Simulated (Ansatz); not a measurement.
CdTe (zinc blende): values from a third-order Birch-Murnaghan fit to a volume scan beside measured ones. Computed values: r2SCAN (plane waves to 500 eV, PAW, scalar-relativistic; Ansatz, a program for electronic structure). CdTe was relaxed with its symmetry unable to fall. Spin-orbit coupling is left out, though Te is heavy. The PAW data are Ansatz's earlier set.

```
quantity                 reference                                    kind
-----------------------  ---------  --------------------------------------
Lattice constant a (Å)        6.48  measured, room temperature or unstated
Bulk modulus B₀ (GPa)         43.7  measured, room temperature or unstated
Pressure derivative B₀′        3.8  measured, room temperature or unstated
```

References as given in: M J Lucero, T M Henderson, G E Scuseria, Journal of Physics Condensed Matter (2012), arXiv:1111.4515; Elmahjoubi, A., Shoker, M. B., Pages, O. et al., (2023), arXiv:2303.01780. Values not taken to low temperature hold thermal and zero-point shifts that a static calculation lacks, so small differences there are no errors of the method.

Q: What does r2SCAN give, and how far is that from the reference?

A: 
| quantity | r2SCAN | difference |
|---|---|---|
| Lattice constant a (Å) | 6.559 | +1.2 % |
| Bulk modulus B₀ (GPa) | 40.2 | -7.9 % |
| Pressure derivative B₀′ | 4.6 | +22.1 % |



(A scan under strain: stresses follow from slopes of the energy per volume, elastic moduli from its curvatures.)
